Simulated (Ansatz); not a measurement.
`[AlH][O][SiH3]` radical, charge 0, multiplicity 2.

(1) Give a relaxed structure at PBE0-D4/def2-TZVP (Ansatz). (Best estimate.)

Answers

(1) The calculation gave: 
Cartesian coordinates in Å:
```
Al 0.2041 -0.3407 2.2006
O 0.0530 -0.0718 0.5405
Si 0.1909 0.1114 -1.0700
H -1.1476 -0.2074 3.0622
H -1.1578 0.2024 -1.6890
H 0.9467 1.3539 -1.3817
H 0.9108 -1.0477 -1.6626
```
